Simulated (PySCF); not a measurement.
# Basis-set dependence of population analyses: CH5BO

Compound: CH5BO.
Cartesian coordinates in Å at the PBE0-D3(BJ)/def2-SVP level; atoms count from 1:
```
atom  x, y, z in Å
B1     1.325   -0.148    0.259
O2     0.161    0.434    0.569
C3    -1.038    0.175   -0.116
H4     1.385   -0.953   -0.650
H5     2.287    0.165    0.920
H6    -1.399    1.105   -0.583
H7    -0.904   -0.593   -0.895
H8    -1.799   -0.166    0.602
```

PBE0 throughout (PySCF), one geometry, spherical d and f functions. Isolated species at its PBE0-D3(BJ)/def2-SVP geometry (one conformer only). Atoms taken as equivalent share a column and are averaged.

Mulliken charges (e):

| basis | functions | B1 | O2 | C3 | H4/H5 | H6/H7/H8 |
| --- | --- | --- | --- | --- | --- | --- |
| STO-3G | 20 | +0.166 | -0.217 | -0.123 | -0.061 | +0.098 |
| 6-31G | 37 | +0.301 | -0.496 | -0.232 | -0.059 | +0.182 |
| pcSseg-0 | 37 | +0.279 | -0.624 | -0.312 | -0.024 | +0.235 |
| 6-31G* | 52 | +0.166 | -0.350 | -0.273 | -0.044 | +0.181 |
| cc-pVDZ | 67 | +0.066 | -0.145 | +0.070 | -0.074 | +0.052 |
| def2-SVP | 67 | +0.091 | -0.221 | +0.112 | -0.068 | +0.051 |
| 6-311+G(2d,p) | 111 | +0.183 | -0.304 | -0.288 | -0.018 | +0.148 |
| aug-cc-pVDZ | 114 | -0.784 | -0.506 | +0.956 | +0.451 | -0.189 |
| def2-TZVP | 123 | +0.042 | -0.209 | -0.191 | -0.010 | +0.126 |
| IGLO-III | 155 | +0.329 | -0.353 | -0.184 | -0.082 | +0.124 |
| cc-pVTZ | 160 | +0.036 | -0.165 | -0.085 | -0.029 | +0.091 |

IAO charges (e):

```tsv
basis	functions	B1	O2	C3	H4/H5	H6/H7/H8
STO-3G	20	+0.084	-0.224	-0.249	-0.018	+0.142
6-31G	37	+0.111	-0.326	-0.237	-0.008	+0.156
pcSseg-0	37	+0.102	-0.314	-0.218	-0.012	+0.151
6-31G*	52	+0.149	-0.344	-0.197	-0.020	+0.144
cc-pVDZ	67	+0.126	-0.333	-0.195	-0.015	+0.144
def2-SVP	67	+0.134	-0.331	-0.186	-0.019	+0.141
6-311+G(2d,p)	111	+0.138	-0.349	-0.205	-0.014	+0.149
aug-cc-pVDZ	114	+0.131	-0.344	-0.203	-0.013	+0.148
def2-TZVP	123	+0.141	-0.350	-0.203	-0.015	+0.147
IGLO-III	155	+0.139	-0.350	-0.205	-0.015	+0.148
cc-pVTZ	160	+0.139	-0.348	-0.204	-0.015	+0.148
```

Some averages cover members that differ in this geometry, most widely: H4/H5, Mulliken in aug-cc-pVDZ +0.307 to +0.594; H6/H7/H8, Mulliken in aug-cc-pVDZ -0.241 to -0.162; H4/H5, Mulliken in pcSseg-0 -0.043 to -0.005; H4/H5, Mulliken in cc-pVDZ -0.091 to -0.057 e.

Q: Which scheme is steadiest as the basis changes?

A: Largest range over the bases for any column: IAO 0.13 e, Mulliken 1.27 e. IAO charges move least and Mulliken charges most, counted in e. Without the minimal STO-3G basis the ranges are IAO 0.05, Mulliken 1.27 e.

Q: How much do the charges still move between the two largest bases, IGLO-III and cc-pVTZ?

A: At most, over all atoms: Mulliken 0.292 e, IAO 0.002 e.

Q: What do the same runs give for the total energy, the frontier levels and the dipole moment?

A: 
| basis | energy (Eh) | HOMO (eV) | LUMO (eV) | μ (D) |
| --- | --- | --- | --- | --- |
| STO-3G | -139.2337 | -6.13 | 3.42 | 1.91 |
| 6-31G | -140.9836 | -8.34 | 0.08 | 2.00 |
| pcSseg-0 | -140.7049 | -8.46 | -0.09 | 2.19 |
| 6-31G* | -141.0289 | -8.38 | 0.22 | 1.76 |
| cc-pVDZ | -141.0373 | -8.43 | -0.08 | 1.74 |
| def2-SVP | -140.9278 | -8.47 | -0.12 | 1.82 |
| 6-311+G(2d,p) | -141.0757 | -8.59 | -0.50 | 1.65 |
| aug-cc-pVDZ | -141.0460 | -8.57 | -0.51 | 1.63 |
| def2-TZVP | -141.0877 | -8.56 | -0.35 | 1.65 |
| IGLO-III | -141.0918 | -8.58 | -0.45 | 1.64 |
| cc-pVTZ | -141.0841 | -8.56 | -0.30 | 1.66 |

The dipole is fixed by the density alone, so its range of 0.56 D shows that the density itself changes with the basis, not only its division among atoms.
